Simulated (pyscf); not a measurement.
PySCF, gas phase, ωB97X-D3(BJ)/def2-SVP geometries.

Q: For the elementary gas-phase step Cl–GeH₂–Cl + H₂O -> HCl + HO–GeH₂–Cl (singlet surface; Cl–Ge, H–O broken, Cl–H, Ge–O formed), what barrier and reaction energy does ωB97M-D3(BJ)/def2-TZVP give, measured from the separated reactants?

A: ΔE‡ = 0.95 eV, ΔE = +0.37 eV. Zero-point energy shifts the barrier by +0.03 eV. It is a four-centre exchange, with an imaginary mode of 264i cm⁻¹. On the reactant side the descent ends in a complex, 0.26 eV under the separated species and 1.23 eV under the saddle at ωB97X-D3(BJ)/def2-TZVP. On the product side the descent ends in a complex, 0.25 eV under the separated species and 0.78 eV under the saddle at ωB97X-D3(BJ)/def2-TZVP. This is the saddle that the search found; another between the same sides may lie lower. Elements up to Kr have no core potential and no relativistic terms here.
